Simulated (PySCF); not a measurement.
Stepwise substitution at one centre (B Cl-Br). Gas-phase values, no solvent. Strings in code marks are SMILES.

The T1 excitation (TDA) from two functionals at the same geometries (PBE0-D4/def2-TZVP), both in PySCF: PBE-D3(BJ)/def2-TZVP and B3LYP-D3(BJ)/def2-TZVP. B3LYP has the VWN-RPA correlation part, as in Gaussian. Excitations are Tamm–Dancoff values on a coarser integration grid. The basis has no diffuse functions, so Rydberg states are missing or too high.

```
species                                 PBE-D3(BJ)/def2-TZVP (eV)
--------------------------------------  -------------------------
0 of 3 Cl replaced by Br                                     4.93
1 of 3 Cl replaced by Br                                     4.50
2 of 3 Cl replaced by Br                                     4.22
3 of 3 Cl replaced by Br (`BrB(Br)Br`)                       4.00
```

What does B3LYP-D3(BJ)/def2-TZVP give for each?


- 0 of 3 Cl replaced by Br: 5.43
- 1 of 3 Cl replaced by Br: 4.98
- 2 of 3 Cl replaced by Br: 4.68
- 3 of 3 Cl replaced by Br (`BrB(Br)Br`): 4.44
Over these rows, drawn at random from the members with no instability flagged (it was tested for open shells, ions and some series alone), PBE minus B3LYP-D3(BJ): mean -0.47 eV, from -0.50 eV to -0.44 eV.
